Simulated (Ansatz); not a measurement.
# H₂OSSi (SMILES O1[SiH2]S1): single points off equilibrium

How do the functionals fare away from a minimum? The structure is a structure displaced at random from a GFN2-xTB minimum.

Program: Ansatz 0.2.0, Gaussian basis. Level of theory: single points in def2-TZVPP. These are calculated values, not measurements.

Cores are frozen in the correlated methods.

### 1 The system as given

SMILES `O1[SiH2]S1`, 5 atoms, charge 0, spin multiplicity 1.

Atoms are counted from 1 here; the program's logs count them from 0.

Bond lengths: O1–Si2 1.635 Å, O1–S3 1.740 Å, Si2–S3 2.106 Å, Si2–H4 1.439 Å, Si2–H5 1.386 Å. Angles: Si2–O1–S3 77.1°, O1–Si2–S3 53.7°, O1–Si2–H4 115.0°, O1–Si2–H5 115.5°, S3–Si2–H4 114.5°, S3–Si2–H5 115.3°, H4–Si2–H5 123.3°, O1–S3–Si2 49.2°.

Coordinates:

```tsv
atom	x (Å)	y (Å)	z (Å)
O1	-0.00180	-0.30340	1.29720
Si2	-0.22670	0.22230	-0.23450
S3	1.24300	-1.13880	0.41400
H4	-1.33470	-0.37990	-0.92740
H5	0.22780	1.50520	-0.49770
```

### 2 CCSD(T)/def2-TZVPP

Contents of run/in.yaml:

```yaml
crystal:
  periodic: [false, false, false]
  atoms:
    - {symbol: O, position_ang: [-0.001800, -0.303400, 1.297200]}
    - {symbol: Si, position_ang: [-0.226700, 0.222300, -0.234500]}
    - {symbol: S, position_ang: [1.243000, -1.138800, 0.414000]}
    - {symbol: H, position_ang: [-1.334700, -0.379900, -0.927400]}
    - {symbol: H, position_ang: [0.227800, 1.505200, -0.497700]}
basis:
  gaussian: {orbitals: def2-TZVPP}
correlation: {method: ccsd_t}
output: {forces: true}
```

The command line of these runs was not kept.

### 3 PBE0-D4/def2-TZVPP

run/in.yaml: that of step 2 with these lines changed.

```diff
@@ -10,3 +10,3 @@
   gaussian: {orbitals: def2-TZVPP}
-correlation: {method: ccsd_t}
-output: {forces: true}
+hamiltonian: {xc: pbe0, dispersion: d4}
+output: {forces: true, orbitals: {seedname: orbitals}}
```

### 4 wB97M-V/def2-TZVPP

run/in.yaml: that of step 3 with these lines changed.

```diff
@@ -10,3 +10,3 @@
   gaussian: {orbitals: def2-TZVPP}
-hamiltonian: {xc: pbe0, dispersion: d4}
-output: {forces: true, orbitals: {seedname: orbitals}}
+hamiltonian: {xc: {name: wB97M-V}}
+output: {forces: true}
```

### 5 r2SCAN-D4/def2-TZVPP

run/in.yaml: that of step 4 with these lines changed.

```diff
@@ -10,3 +10,3 @@
   gaussian: {orbitals: def2-TZVPP}
-hamiltonian: {xc: {name: wB97M-V}}
+hamiltonian: {xc: r2scan, dispersion: d4}
 output: {forces: true}
```

### 6 PBE-D4/def2-TZVPP

run/in.yaml: that of step 5 with these lines changed.

```diff
@@ -10,3 +10,3 @@
   gaussian: {orbitals: def2-TZVPP}
-hamiltonian: {xc: r2scan, dispersion: d4}
+hamiltonian: {xc: pbe, dispersion: d4}
 output: {forces: true}
```

### 7 BLYP-D4/def2-TZVPP

run/in.yaml: that of step 6 with these lines changed.

```diff
@@ -10,3 +10,3 @@
   gaussian: {orbitals: def2-TZVPP}
-hamiltonian: {xc: pbe, dispersion: d4}
+hamiltonian: {xc: {name: BLYP}, dispersion: d4}
 output: {forces: true}
```

### 8 HSE06-D4/def2-TZVPP

run/in.yaml: that of step 7 with these lines changed.

```diff
@@ -10,3 +10,3 @@
   gaussian: {orbitals: def2-TZVPP}
-hamiltonian: {xc: {name: BLYP}, dispersion: d4}
+hamiltonian: {xc: hse06, dispersion: d4}
 output: {forces: true}
```

(Steps that only read results are left out.)

What does the calculation give? Wanted: energy less free atoms, CCSD(T)/def2-TZVPP; RMS force component; RMS force error; HOMO and LUMO, PBE0-D4; T1 diagnostic.

**Answer**, as computed:

| quantity | value |
| --- | --- |
| energy less free atoms, CCSD(T)/def2-TZVPP | -1436.9 kJ/mol |
| RMS force component | 0.857 to 1.038 eV/Å over the methods |
| RMS force error | PBE0-D4 0.245, wB97M-V 0.191, r2SCAN-D4 0.110, PBE-D4 0.189, BLYP-D4 0.295, HSE06-D4 0.240 eV/Å |
| HOMO and LUMO, PBE0-D4 | -6.44 and -1.35 eV |
| T1 diagnostic | 0.016 |

Against CCSD(T) the functionals' energies less atoms differ by -94.7 to -41.8 kJ/mol, PBE-D4 by -94.7 kJ/mol. A larger basis would deepen the CCSD(T) value, while the functionals are nearly converged already, so the order here is not reliable. For forces r2SCAN-D4 does best and BLYP-D4 worst. Frozen-core CCSD(T) forces in triple zeta carry basis errors of their own, and this is one geometry, so small gaps rank nothing.
